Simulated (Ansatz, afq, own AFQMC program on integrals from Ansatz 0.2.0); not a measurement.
Atomization energy of CH$_{3}$Ge, doublet

```json
{"atom": "Ge", "x (Å)": "0.0000", "y (Å)": "0.0000", "z (Å)": "0.3544"}
{"atom": "C", "x (Å)": "0.0103", "y (Å)": "0.0000", "z (Å)": "-1.6349"}
{"atom": "H", "x (Å)": "-1.0513", "y (Å)": "0.0000", "z (Å)": "-1.9236"}
{"atom": "H", "x (Å)": "0.4627", "y (Å)": "0.8945", "z (Å)": "-2.0693"}
{"atom": "H", "x (Å)": "0.4627", "y (Å)": "-0.8945", "z (Å)": "-2.0693"}
```

Connectivity, by distances: Ge–CH3.

Atoms in their ground-state spins without spin–orbit coupling (mostly on UHF) minus the molecule (UHF), without zero-point energy. The geometry is a stationary point, not shown to be a minimum.

Basis cc-pVDZ. Only valence electrons are correlated. Ansatz 0.2.0 and our own AFQMC program on the same integrals; the CISD trial comes from CCSD amplitudes, and released means the phaseless constraint is let go. Uncertainties: one standard error, sampling alone. No spin–orbit coupling. The errors of all members are added in quadrature.

No full CI on the walks' own integrals is used here. The released AFQMC energy serves as the reference, which it does only where one determinant dominates, the energy is flat over the last release times and near the phaseless one (40 meV or 2 meV an electron, half that with transition metals). On small molecules, where full CI could be run and the noise was under 10 meV, such values lay within 10 meV of it in 19 cases of 20, a flattering rate, since the rule was set on those same cases; what remains of the bias isn't in the error bar. Each member takes its own surest rung, up to full CI.

The best estimate is CCSD(T) at the basis-set limit (CBS: def2-TZVPP and def2-QZVPP, with their diffuse functions for anions and beside diffuse sets, MP2 extrapolated, CCSD(T) minus MP2 from TZVPP) plus the step from CCSD(T) to AFQMC with the constraint released in cc-pVDZ. Rows without CBS are in cc-pVDZ, the functionals in def2-TZVP; B2PLYP and the wave-function rows carry a basis error of their own. Core correlation and relativity beyond core potentials are missing, and ± holds the sampling alone.

Cautions: inner d shell frozen; no relativity below Rb; no spin-orbit coupling; CH₃Ge (doublet): the released value is read at 2.40 1/Eh with a noise of 15 meV, more than in the cases checked (meV from the phaseless value at times in 1/Eh: -14 ± 17 at 0.24, -25 ± 11 at 0.51, -21 ± 12 at 0.99, -12 ± 17 at 1.62, -17 ± 15 at 2.40); other spins of the molecule weren't checked.

Best estimate: 1549.4 ± 1.4 kJ/mol.

```tsv
level	atomization energy (kJ/mol)	error against the best estimate (kJ/mol)
HF	1129.0	-420.5 ± 1.4
MP2	1427.7	-121.8 ± 1.4
CCSD	1416.1	-133.3 ± 1.4
CCSD(T)	1428.5	-120.9 ± 1.4
ph-AFQMC/CISD	1429.3 ± 0.9	-120.2 ± 1.7
released AFQMC	1430.3 ± 1.4	-119.1
HF/CBS	1154.3	-395.1 ± 1.4
MP2/CBS	1545.8	-3.6 ± 1.4
CCSD(T)/CBS	1547.6	-1.8 ± 1.4
PBE	1567.0	17.5 ± 1.4
r2SCAN	1553.8	4.4 ± 1.4
PBE0	1548.6	-0.9 ± 1.4
B3LYP	1546.0	-3.4 ± 1.4
wB97M-V	1550.6	1.2 ± 1.4
B2PLYP	1528.0	-21.5 ± 1.4
```

Correlation beyond CCSD(T) changes it by less than twice the noise. Going to the basis-set limit adds 119.1 kJ/mol at CCSD(T). The perturbative (T) step is worth +12.4 kJ/mol.

Best estimates are given only where the step beyond CCSD(T) is under 0.3 eV and no member's determinant is very poor (T1 over 0.05, or 0.07 for open shells, ⟨S²⟩ too high by 0.3, two states mixed), so the hardest cases are missing from such tables.

The functionals ran in a triple-zeta set and keep a basis error of their own, a few kJ/mol for each bond in atomization energies and more for double hybrids, so close places among them and the extrapolated levels can swap.

Each member of a difference takes its own highest rung, so a best estimate needn't equal the limit plus the step of one row. A walk keeps the symmetry of its determinant, which the program's search chose and which needn't be the lowest solution, so a lower state of the same spin and another symmetry isn't excluded. Released energies are given only where the last usable release times agree within the noise; a slower fall can still hide under it.
